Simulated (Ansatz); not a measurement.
# C2H5NO: the cost of one run

Program: Ansatz 0.2.0, driven from Python. The levels of theory stand in the script. These are calculated values, not measurements.

## Step 1: Starting point

Bond lengths: C1–O2 1.395 Å, O2–C3 1.339 Å, C3–N4 1.294 Å, C1–H5 1.125 Å, C1–H6 1.160 Å, C1–H7 1.089 Å, C3–H8 1.081 Å, N4–H9 1.072 Å. Angles: C1–O2–C3 116.0°, O2–C1–H5 109.0°, O2–C1–H6 110.3°, O2–C1–H7 115.3°, H5–C1–H6 103.3°, H5–C1–H7 109.2°, H6–C1–H7 109.1°, O2–C3–N4 122.8°, O2–C3–H8 111.2°, N4–C3–H8 125.1°, C3–N4–H9 109.7°.

The script holds or builds the structure itself.

## Step 2: Script

Contents of methods_c2h5no.py:

```python
'''C2H5NO at several levels of theory.'''

from pathlib import Path

import ansatz as az
import numpy as np
from rdkit import Chem
from rdkit.Chem import AllChem

# a force-field geometry from the SMILES
rd = Chem.AddHs(Chem.MolFromSmiles('COC=N'))
AllChem.EmbedMolecule(rd, randomSeed=451)
AllChem.UFFOptimizeMolecule(rd)
geometry = az.Crystal.molecule()
for atom, xyz in zip(rd.GetAtoms(), rd.GetConformer().GetPositions()):
    geometry = geometry.atom(atom.GetSymbol(), xyz.round(5).tolist())

model = geometry.calculation().basis(gaussian='cc-pVDZ')

print('functional    E (Ha)        dipole (D)   HOMO (eV)  LUMO (eV)')
for name in ['pbe0', 'lc_wpbe', 'revpbe', 'r2scan']:
    r = model.functional(name).forces().orbitals().run(threads=1, pin='off', runs_dir='runs').report
    lines = Path(r['orbitals_path']).read_text().splitlines()
    field_of = lambda key: [line.split('=')[1].strip() for line in lines if line.startswith(key)]
    orbitals = [(27.211386 * float(e), s, float(n)) for e, s, n in zip(field_of('Ene='), field_of('Spin='), field_of('Occup='))]
    homo = max(e for e, _, n in orbitals if n > 0.5)
    lumo = min(e for e, _, n in orbitals if n < 0.5)
    dipole = 4.803205 * np.linalg.norm(r['charge_distribution']['dipole_moment_e_ang'])
    print(f'{name:10s} {r["free_energy_ev"] / 27.211386246:14.6f} {dipole:9.3f} {homo:11.3f} {lumo:10.3f}')
```

## Step 3: The input behind the calls

The engine receives this input (first run):

```yaml
crystal:
  periodic: [false, false, false]
  atoms:
    - { symbol: C, position_ang: [-1.12738, -0.22722, -0.64029] }
    - { symbol: O, position_ang: [-0.01746, -0.91963, -0.07924] }
    - { symbol: C, position_ang: [0.98047, -0.28219, 0.66422] }
    - { symbol: "N", position_ang: [0.94258, 0.993, 0.88251] }
    - { symbol: H, position_ang: [-1.77289, -0.95006, -1.18007] }
    - { symbol: H, position_ang: [-0.77248, 0.543, -1.35748] }
    - { symbol: H, position_ang: [-1.72206, 0.25427, 0.16473] }
    - { symbol: H, position_ang: [1.79688, -0.87155, 1.0617] }
    - { symbol: H, position_ang: [1.69234, 1.46037, 1.4389] }
basis:
  gaussian:
    orbitals: cc-pVDZ
hamiltonian:
  xc: pbe0
output:
  orbitals: {}
  forces: true
```

## Step 4: The run

Launch:

```
$ python methods_c2h5no.py
```

What time and memory should one allow on 1 thread of Arm Neoverse V1, shared host?

About 11 s, with a peak of 0.25 GiB.
